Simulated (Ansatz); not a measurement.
Input file:

```yaml
crystal:
  periodic: [false, false, false]
  atoms:
    - {symbol: Be, position_ang: [0.000000, -0.064014, 1.914191]}
    - {symbol: Mg, position_ang: [0.000000, -0.036767, -0.656886]}
    - {symbol: H, position_ang: [0.000000, 1.049072, 1.031751]}
    - {symbol: H, position_ang: [0.000000, 0.409865, -2.307047]}
basis:
  gaussian: {orbitals: cc-pVDZ, fitting: {mean_field: def2-universal-jkfit}, point_charges: [{charge: -0.50, position_ang: [3.684, -0.710, 0.922]}]}
magnetization: {spin_polarized: true, initial_magnetization: 2}
correlation: {method: bccd, electrons: valence}
scf: {lower_state_search: light}
```

```sh
$ ansatz run in.yaml --threads 1 --pin off --events-out ev --progress --plain --max-ram 2393MiB
```

Output:

```
199 factors; integrals over basis functions are off by at most 4.9e-1 eV
mean field evaluation 1: about -5857.1609 eV, gradient 7.9e0 eV
mean field evaluation 2: about -5858.5571 eV, gradient 3.7e0 eV
mean field evaluation 4: about -5859.1110 eV, gradient 7.7e-1 eV
mean field evaluation 8: about -5859.1399 eV, gradient 1.7e-6 eV
mean field evaluation 16: about -5859.0357 eV, gradient 1.2e0 eV
mean field evaluation 32: about -5857.9253 eV, gradient 3.0e-2 eV
mean field evaluation 64: about -5856.9242 eV, gradient 3.7e0 eV
mean field evaluation 96: about -5856.5366 eV, gradient 1.2e0 eV
mean field evaluation 128: about -5854.8948 eV, gradient 3.9e0 eV
mean field -5859.13994923 eV, -215.3194216666 hartree, gradient 1.7e-6 eV, S^2 2.003420; 6 other end points of the search recorded, 0 dependent functions left out
determinant -5859.13994923 eV, -215.3194216666 hartree, with singles and doubles -5861.49376114 eV, -215.4059226589 hartree
determinant -5857.92533817 eV, -215.2747855334 hartree, with singles and doubles -5860.37534138 eV, -215.3648214905 hartree
determinant -5856.35402312 eV, -215.2170407702 hartree, with singles and doubles -5858.84692790 eV, -215.3086533313 hartree
determinant -5855.94850425 eV, -215.2021382267 hartree, with singles and doubles -5858.40829923 eV, -215.2925340248 hartree
1 core orbitals not correlated: weight in the atoms' cores, before any rotation towards them, 1.000 or more for the frozen orbitals, at most 0.000 for the correlated occupied ones
reference -5859.13994923 eV, -215.3194216666 hartree; 9, 7 occupied and 32, 34 virtual orbitals, 199 factors
second order -1.76132342 eV of doubles, -0.00000000 eV of singles
cycle   1  -2.33808230 eV  change   -1.5e-1 eV  update   1.8e-2
cycle   2  -2.34187217 eV  change   -3.8e-3 eV  update   6.4e-3
cycle   3  -2.34439996 eV  change   -2.5e-3 eV  update   2.6e-3
cycle   4  -2.34543923 eV  change   -1.0e-3 eV  update   1.1e-3
cycle   5  -2.34557496 eV  change   -1.4e-4 eV  update   4.6e-4
cycle   6  -2.34559867 eV  change   -2.4e-5 eV  update   1.7e-4
cycle   7  -2.34560299 eV  change   -4.3e-6 eV  update   6.9e-5
cycle   8  -2.34559327 eV  change    9.7e-6 eV  update   2.9e-5
cycle   9  -2.34558884 eV  change    4.4e-6 eV  update   1.2e-5
Total energy: -5861.48553808 eV, -215.4056204667 hartree
```

Ran on 1 thread of Arm Neoverse V2, shared host: 1.7 s wall, 0.12 GiB peak host memory.
